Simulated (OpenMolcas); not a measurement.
# CH4BS (SMILES [BH]SC): UKT3/ANO-L-MB (C-PCM dichloroethane)

Aim: the vertical ionisation energy of CH4BS at UKT3/ANO-L-MB (C-PCM dichloroethane), from 2 runs. 

The calculation is run with OpenMolcas 26.06.

7 further runs of the same task are left out: 7 set aside as unsound or not needed.

### 1 Starting point

CH4BS has 7 atoms, charge 0, and is taken as a doublet. SMILES: `[BH]SC`. Geometry: relaxed at GFN2-xTB. This is one conformer, not always the lowest.

Bond lengths: B1–S2 1.700 Å, S2–C3 1.866 Å, B1–H4 1.157 Å, C3–H5 1.084 Å, C3–H6 1.084 Å, C3–H7 1.084 Å. Angles: B1–S2–C3 105.5°, S2–B1–H4 128.1°, S2–C3–H5 108.9°, S2–C3–H6 109.2°, S2–C3–H7 106.8°, H5–C3–H6 110.8°, H5–C3–H7 110.4°, H6–C3–H7 110.6°.

### 2 The charge distribution at UKT3/ANO-L-MB (C-PCM dichloroethane)

The input, job.inp:

```
* CH4BS Kohn-Sham DFT

&GATEWAY
 XBAS
 B.ANO-L-MB
 S.ANO-L-MB
 C.ANO-L-MB
 H.ANO-L-MB
 End of Basis
 ZMAT
 B1
 S2 1 1.699722
 C3 2 1.865615 1 105.52015
 H4 1 1.156777 2 128.13904 3 179.94465
 H5 3 1.084397 2 108.88329 1 -67.10573
 H6 3 1.083789 5 110.84376 2 -120.14279
 H7 3 1.08395 6 110.62947 5 122.7703
 End of ZMAT
 RF-Input
 PCM-Model
 Solvent=dichloroethane
 Conductor
 End of RF-Input

&SEWARD

&SCF
 UHF
 Spin=2
 KSDFT=KT3
 PrOrbitals=0
```

Launch:

```sh
$ export MOLCAS_MEM=1860
$ pymolcas job.inp > job.log
```

Standard output:

```text
--- Start Module: gateway ---
[...]
--- Stop Module: gateway /rc=_RC_ALL_IS_WELL_ ---
--- Start Module: seward ---
[...]
      Basis functions           23
--- Stop Module: seward /rc=_RC_ALL_IS_WELL_ ---
[...]
--- Start Module: scf ---
[...]
       Convergence after  11 Iterations
[...]
::    Total KS-DFT energy                            -467.2141239023
[...]
      Total spin, S                                     0.5019381406
[...]
      Total electronic charge=   31.000000
      Total            charge=   -0.000000
[...]
      Dipole Moment (debye):
      Origin of the operator (angstrom)=    0.4587   -0.0001    1.4737
                   X=  1.5048E+00               Y= -1.0633E-02               Z=  1.1774E+00           Total=  1.9108E+00
      Quadrupole Moment (debye*angstrom):
[...]
--- Stop Module: scf /rc=_RC_ALL_IS_WELL_ ---
[...]
```

It took 7.5 s on 1 thread of Arm Neoverse V1, shared host; peak memory 0.37 GiB.

Atomic charges (e):

| atom | Mulliken | program's own |
| --- | --- | --- |
| B1 | -0.137 | -0.272 |
| S2 | +0.040 | +0.226 |
| C3 | -0.825 | -0.545 |
| H4 | +0.104 | +0.057 |
| H5 | +0.275 | +0.178 |
| H6 | +0.274 | +0.178 |
| H7 | +0.271 | +0.177 |

### 3 The singlet cation, same level

The input, job.input:

```
>>> EXPORT MOLCAS_PRINT=2
&GATEWAY
XBAS
B.ANO-L-MB
S.ANO-L-MB
C.ANO-L-MB
H.ANO-L-MB
End of Basis
ZMAT
B1
S2 1 1.699722
C3 2 1.865615 1 105.52015
H4 1 1.156777 2 128.13904 3 179.94465
H5 3 1.084397 2 108.88329 1 -67.10573
H6 3 1.083789 5 110.84376 2 -120.14279
H7 3 1.08395 6 110.62947 5 122.7703
End of ZMAT
RF-INPUT
PCM-Model
Solvent=dichloroethane
Conductor
End of RF-Input
&SEWARD
&SCF
CHARGE = 1
KSDFT = KT3
PRORBITALS = 0
&LOCALISATION
PAO
```

Launch:

```sh
$ export MOLCAS_MEM=1860
$ pymolcas job.input > job.log
```

Standard output:

```text
--- Start Module: gateway ---
[...]
--- Stop Module: gateway /rc=_RC_ALL_IS_WELL_ ---
[...]
      Basis functions           23
[...]
--- Start Module: scf ---
[...]
       Convergence after  16 Iterations
[...]
::    Total KS-DFT energy                            -466.9402360907
[...]
      Total spin, S                                     0.0000000000
[...]
      Total electronic charge=   30.000000
      Total            charge=    1.000000
[...]
      Dipole Moment (debye):
      Origin of the operator (angstrom)=    0.4587   -0.0001    1.4737
                   X=  1.2365E+00               Y= -7.9499E-03               Z= -3.8868E+00           Total=  4.0788E+00
      Center of Charge (angstrom)
[...]
--- Stop Module: scf /rc=_RC_ALL_IS_WELL_ ---
[...]
--- Start Module: localisation ---
[...]
--- Stop Module: localisation /rc=_RC_ALL_IS_WELL_ ---
[...]
```

Run time: 8.4 s. Hardware: 1 thread of Arm Neoverse V1, shared host; peak memory 0.37 GiB.

Atomic charges (e):

```
atom  Mulliken  program's own
  B1    +0.446         +0.364
  S2    +0.186         +0.371
  C3    -0.821         -0.508
  H4    +0.236         +0.144
  H5    +0.319         +0.210
  H6    +0.317         +0.209
  H7    +0.317         +0.210
```

### 4 Outcome

Level: UKT3/ANO-L-MB (C-PCM dichloroethane).

| quantity | value |
| --- | --- |
| doublet CH4BS: total energy | -467.21412 Eh |
| doublet CH4BS: dipole moment | 1.91 D |
| doublet CH4BS: HOMO energy (highest over α and β) | -6.33 eV |
| doublet CH4BS: LUMO energy (lowest over α and β) | -4.32 eV |
| doublet CH4BS: ⟨S²⟩ | 0.754 |
| singlet cation: total energy | -466.94024 Eh |
| singlet cation: HOMO energy | -11.41 eV |
| singlet cation: LUMO energy | -8.32 eV |
| singlet cation: HOMO–LUMO gap | 3.09 eV |
| vertical ionisation energy (to the singlet cation) | 7.453 eV |

The vertical ionisation energy comes to 7.45 eV (719 kJ/mol). The continuum is in equilibrium with both charges, so this lies below a true vertical value in solution, where the slow polarisation stays frozen. Only the singlet of the ionised species was computed; a triplet could lie lower. In a minimal basis such a difference can be off by several eV, whatever the method. Mulliken charges (doublet CH4BS) run from -0.83 on C3 to +0.27 on H5. Mulliken charges (singlet cation) run from -0.82 on C3 to +0.45 on B1.
